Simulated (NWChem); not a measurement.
A series in which one site is exchanged, each optimised at PBE0/def2-SVP with NWChem, gas phase unless a solvent is named. def2 effective core potentials on Cs; no spin-orbit coupling.

A: [F][Cu] (CuF; site = Cu)
B: F (HF; site = H)
C: [F][Cs] (CsF; site = Cs)
D: FF (F₂; site = F)

Rank them by vertical ionisation energy, ΔSCF, PBE/def2-SVP (eV), lowest first.

C (9.46), A (9.97), D (15.09), B (15.85)
